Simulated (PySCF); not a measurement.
Coordinates in bohr (charge 0 multiplicity 1):
```
S     0.0000    0.0000    0.7792
O     0.0000    0.0000   -1.9997
H     0.0000    0.0000    3.5047
H     2.5649    0.0000    1.1692
H    -1.2824    2.2213    1.1692
H    -1.2824   -2.2213    1.1692
```

Level of theory: PySCF, PBE0, basis S def2-TZVP, O def2-TZVP, H def2-TZVP (no relativity, density fitting).

This geometry of H₄SO is a stationary point at this level.

(1) What is the point group?

(2) Is it a minimum?

(3) List the harmonic modes with their infrared intensities.

(4) Give the ideal-gas entropy at 298.15 K and 1 bar by parts.

(5) What is the atomisation energy, with and without zero-point energy?

Results:

(1) C3v.

(2) Yes: all harmonic wavenumbers are real.

(3) 
```csv
symmetry,ω (cm⁻¹),"IR (km/mol, summed over degenerate members)"
e,107,49.9
e,1036,43.6
a1,1175,192
a1,1193,262
e,1601,88.4
a1,1979,337
a1,2407,69.5
e,2413,137
```

(4) translation 158.1, rotation 75.0, vibration 28.9, spin 0.0; total 262.0 J/(mol K).

(5) 1230 kJ/mol without, 1128 kJ/mol with.

Other isomers or separated fragments may lie lower. At this level a singlet minimum of C2v symmetry lies 52 kJ/mol below this structure.
